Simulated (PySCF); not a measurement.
What does the PBE0-D3(BJ)/def2-SVP structure of `C1CCOCC1` look like in three dimensions?

Z-matrix in Å and degrees, rows numbered from 1:
```
C 
C   1  1.5256
C   2  1.5213  1  110.20
O   3  1.4031  2  111.83  1   -55.64
C   4  1.4041  3  112.60  2    60.29
C   5  1.5218  4  111.95  3   -60.04
H   1  1.1056  2  109.19  3   -68.54
H   1  1.1017  2  110.97  3   174.43
H   2  1.1023  1  111.25  3   122.20
H   2  1.1036  1  109.69  3  -119.50
H   3  1.1121  2  109.49  1    66.54
H   3  1.1004  2  111.31  1  -174.88
H   5  1.1120  4  109.96  3    61.90
H   5  1.1004  4  106.66  3   178.05
H   6  1.1023  1  111.20  2  -173.06
H   6  1.1035  1  109.73  2    68.60
```

Of the pairs four or more bonds apart, H11···H13 is among the closest relative to their van der Waals radii: 2.42 Å, 101 % of the sum of Bondi's values. The 6-membered ring C1–C2–C3–O4–C5–C6 has internal angles of 110.0° to 112.6° (sum 667°, against 720° for a flat polygon); it is puckered, 0.22 Å rms from its mean plane, widest ring torsion 60°.

Computed with PySCF 2.14.0, PBE0-D3(BJ)/def2-SVP geometry optimisation, gas phase.

Point group: Cs (every atom within 0.08 Å of its image). No PBE0-D3(BJ)/def2-SVP frequencies stand behind this structure, so it isn't proved a minimum. The numbers are those of one conformer (C6–C1–C2–C3 51°, C1–C2–C3–O4 -56°, C2–C3–O4–C5 60°, C3–O4–C5–C6 -60°).
